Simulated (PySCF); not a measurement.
**SiHF: triplet, from a bent start**

The task is one start of a wider search on SiHF: the triplet, from a bent start. It is relaxed, tested by its Hessian and followed downhill if it is a saddle.

Program: PySCF 2.14.0. Level of theory: PBE0, basis Si def2-TZVP, H def2-TZVP, F def2-TZVP, no relativity, density fitting. These are calculated values, not measurements.

**1. The starting structure**

3 atoms, charge 0, spin multiplicity 3.

Bond lengths: Si1–H2 1.480 Å, Si1–F3 1.800 Å. Angles: H2–Si1–F3 110.0°.

Z-matrix (Å, degrees; charge 0 multiplicity 3):
```
Si
H  1 1.4800
F  1 1.8000 2 110.00
```

**2. First SCF at the start**

The steps below are one call of a driver around PySCF. For each, scf.py gives the equivalent set-up of the SCF; relaxations use the driver's own optimiser. After this first run the driver tries any further starts and a stability analysis.

Contents of scf.py:

```python
from pyscf import gto, scf, dft
mol = gto.M(atom='''
Si     0.000000     0.000000     0.000000
H     -1.212300     0.000000     0.848900
F      1.474500     0.000000     1.032400''',
    basis={'Si': 'def2-TZVP', 'H': 'def2-TZVP', 'F': 'def2-TZVP'},
    charge=0, spin=2)
mf = dft.UKS(mol, xc='PBE0')
mf.grids.atom_grid = (50, 194)
aux = {'Si': 'def2-universal-JKFIT', 'H': 'def2-universal-JKFIT', 'F': 'def2-universal-JKFIT'}
mf = mf.density_fit(auxbasis=aux)
mf.conv_tol = 1e-08
mf.diis_space = 10
mf.max_cycle = 60
mf.init_guess = 'minao'
mf.verbose = 4
mf.kernel()
```

On the command line:

```
$ OMP_NUM_THREADS=2 python axn.py task.json out
```

Output:

```text
init E= -389.569799859423
[... the frontier-level lines of each cycle are left out ...]
cycle= 1 E= -389.619871467816  delta_E= -0.0501  |g|= 0.426  |ddm|= 1.03
cycle= 2 E= -389.226724652288  delta_E= 0.393  |g|= 1.14  |ddm|= 0.774
cycle= 3 E= -389.694057741711  delta_E= -0.467  |g|= 0.0297  |ddm|= 0.537
cycle= 4 E= -389.694733900913  delta_E= -0.000676  |g|= 0.0155  |ddm|= 0.0501
cycle= 5 E= -389.694856866264  delta_E= -0.000123  |g|= 0.00278  |ddm|= 0.0178
cycle= 6 E= -389.694876199196  delta_E= -1.93e-05  |g|= 0.00139  |ddm|= 0.00808
cycle= 7 E= -389.694878665509  delta_E= -2.47e-06  |g|= 0.000385  |ddm|= 0.00306
cycle= 8 E= -389.69487894248  delta_E= -2.77e-07  |g|= 0.000165  |ddm|= 0.00103
cycle= 9 E= -389.694878968666  delta_E= -2.62e-08  |g|= 2.05e-05  |ddm|= 0.000323
cycle= 10 E= -389.694878969242  delta_E= -5.76e-10  |g|= 4.79e-06  |ddm|= 4.93e-05
Extra cycle  E= -389.694878969267  delta_E= -2.46e-11  |g|= 4.38e-06  |ddm|= 9.4e-06
converged SCF energy = -389.694878969267  <S^2> = 2.0028164  2S+1 = 3.001877
```

This step, with its further starts and checks, took 7.7 s on 2 threads of Arm Neoverse N1, shared host.

Energies from each starting density:

| start | energy (Eh) |
| --- | --- |
| the minimal-basis guess | -389.694879 |
| a thermally smeared density | -389.694879 |
| a smeared PBE density | -389.694879 |

The test of internal stability and the other starts found no lower solution of this spin.

**3. Relaxing the triplet from the bent start**

The program finds Cs symmetry in the start, which this walk keeps. The walk stops when the largest gradient is under 0.0003 Eh/bohr and the energy has settled too.

scf.py, as its differences from that of step 2:

```diff
@@ -3,3 +3,3 @@
-Si     0.000000     0.000000     0.000000
-H     -1.212300     0.000000     0.848900
-F      1.474500     0.000000     1.032400''',
+Si    -0.558349     0.000000    -0.426597
+H     -1.770649     0.000000     0.422303
+F      0.916151     0.000000     0.605803''',
@@ -15 +14,0 @@
-mf.init_guess = 'minao'
```

Steps of the walk:

| step | energy (Eh) | change (kJ/mol) | largest symmetric gradient (Eh/bohr) |
| --- | --- | --- | --- |
| 0 | -389.694879 | 0.00 | 0.06197 |
| 1 | -389.710663 | -41.44 | 0.00223 |
| 2 | -389.710671 | -41.46 | 0.00137 |
| 3 | -389.710675 | -41.47 | 0.00010 |
| 4 | -389.710675 | -41.47 | 0.00003 |

The walk took 5.1 s.

Geometry (Å) and forces (eV/Å) at some steps:

```
step 0
Si  -0.558   0.000  -0.427   3.189   0.000   2.082
H   -1.771   0.000   0.422  -0.242   0.000   0.059
F    0.916   0.000   0.606  -2.947   0.000  -2.141
step 1
Si  -0.485   0.000  -0.366  -0.114   0.000  -0.028
H   -1.758   0.000   0.418   0.007   0.000  -0.028
F    0.830   0.000   0.549   0.106   0.000   0.056
step 2
Si  -0.487   0.000  -0.363   0.059   0.000   0.045
H   -1.763   0.000   0.415   0.012   0.000  -0.004
F    0.837   0.000   0.549  -0.071   0.000  -0.042
step 3
Si  -0.487   0.000  -0.363  -0.004   0.000   0.001
H   -1.761   0.000   0.416   0.005   0.000  -0.004
F    0.835   0.000   0.549   0.000   0.000   0.003
step 4
Si  -0.487   0.000  -0.363   0.001   0.000   0.002
H   -1.761   0.000   0.416   0.000   0.000  -0.003
F    0.835   0.000   0.549  -0.001   0.000   0.001
```

After 4 steps and 41.5 kJ/mol it ends at Cs: Si–F 1.606 Å, Si–H 1.493 Å; F–Si–H 113.9°.

**4. Hessian and properties**

The point is checked on the finer grid, and tightened if its gradient asks for it. The Hessian and the dipole derivatives come from central differences of analytic gradients, with steps of 0.02 bohr.

scf.py, as its differences from that of step 3:

```diff
@@ -3,3 +3,3 @@
-Si    -0.558349     0.000000    -0.426597
-H     -1.770649     0.000000     0.422303
-F      0.916151     0.000000     0.605803''',
+Si    -0.496627     0.000000    -0.377089
+H     -1.771056     0.000000     0.401430
+F      0.825627     0.000000     0.534456''',
@@ -9 +9 @@
-mf.grids.atom_grid = (50, 194)
+mf.grids.atom_grid = (75, 302)
@@ -12 +12 @@
-mf.conv_tol = 1e-08
+mf.conv_tol = 1e-10
```

This SCF starts from the last density.

SCF at the final geometry:

```text
init E= -389.710722719819
[... the frontier-level lines of each cycle are left out ...]
cycle= 1 E= -389.71072271982  delta_E= -1.02e-12  |g|= 2.59e-07  |ddm|= 9.45e-07
Extra cycle  E= -389.710722719818  delta_E= 2.05e-12  |g|= 1.8e-07  |ddm|= 4.84e-07
converged SCF energy = -389.710722719818  <S^2> = 2.00257  2S+1 = 3.0017129
```

The whole step took 30 s.

Geometry: Cs; Si–F 1.606 Å, Si–H 1.493 Å; F–Si–H 114.0°.

Harmonic modes (main isotopes):

```csv
symmetry,ω (cm⁻¹),IR (km/mol)
a',668,24.8
a',877,117
a',2131,16.3
```

No imaginary mode, so this is a minimum.

Properties at this point:

| Item | Value |
| --- | --- |
| Dipole moment | 1.19 D |
| Highest occupied level | -5.40 eV |
| Lowest empty level | -3.75 eV |
| Rotational constants | 9.7, 0.5466, 0.5174 cm⁻¹ |
| Zero-point energy | 22.0 kJ/mol |
| Principal polarisabilities | 24.8, 26.7, 30.5 bohr³ |
| Atomisation energy without zero-point energy | 746 kJ/mol |
| Principal traceless quadrupole moments about the centre of mass | -1.64, -0.28, 1.92 D Å |
| Entropy at 298.15 K and 1 bar (electronic part: spin only) | 247.9 J/(mol K) |
| Heat capacity Cp at 298.15 K | 39.2 J/(mol K) |
| Enthalpy at 298.15 K above 0 K | 10.40 kJ/mol |
| Rotational symmetry number | 1 |
| Spin squared ⟨S²⟩ | 2.003 |

Charges (e) and bond orders:

```
atom  Mulliken  Löwdin  polar tensor  spin (Mulliken)  Mayer order to Si1
 Si1      0.23    0.05          0.59             1.75                   –
  H2      0.05   -0.02         -0.07             0.17                0.92
  F3     -0.28   -0.02         -0.52             0.07                1.10
```

Mulliken populations on Si1: s 5.40, p 8.07, d 0.26, f 0.05.

**5. Outcome**

| quantity | value |
| --- | --- |
| minimum | triplet, Cs |
| geometry | Si–F 1.606 Å, Si–H 1.493 Å; F–Si–H 114.0° |
| wavenumbers (cm⁻¹) | 668 (a'), 877 (a'), 2131 (a') |
| dipole moment | 1.19 D |
| highest occupied, lowest empty level (either spin) | -5.40, -3.75 eV |
| polar-tensor charge of Si1 | +0.59 e |
| zero-point energy | 22.0 kJ/mol |
| entropy at 298.15 K | 247.9 J/(mol K) |
| atomisation energy (no zero-point energy) | 746 kJ/mol |
| ⟨S²⟩ | 2.003 |

What this shows: The bent start keeps its Cs symmetry and ends in a minimum. In the infrared the band at 877 cm⁻¹ (a', stretch) leads. Most of the spin sits on Si1 (Mulliken spin 1.75, against 2 for the whole molecule). Only this shape and spin were tried, so other structures or states may lie lower.

The search up to here took 43 s.
